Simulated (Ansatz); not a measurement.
We consider solid bromine, described by PBE-D3(BJ) in Ansatz (plane waves, PAW).

Numerical settings: plane-wave cutoff 520 eV, 10×10×4 k mesh (along the axes of the cell as run), Fermi–Dirac smearing 0.01 eV, scalar-relativistic PAW data made under PBE.

Response to compression and expansion:

Shape and atoms are relaxed at each volume.

```csv
V (Å³/atom),P (GPa),direct gap at Γ (eV),smallest gap on the k mesh (eV),c (Å)
29.848,0.50,1.380,1.292,8.535
30.470,0.22,1.368,1.299,8.559
31.091,0.00,1.363,1.312,8.579
31.713,-0.20,1.355,1.319,8.603
32.335,-0.36,1.350,1.319,8.624
```

The fundamental gap (1.31 eV at the equilibrium volume, with added k points) lies elsewhere than Γ–Γ.

Note: the bulk modulus comes from volumes at which shape and atoms were relaxed.

Spin–orbit coupling is not included.

Ansatz is a program for electronic structure.
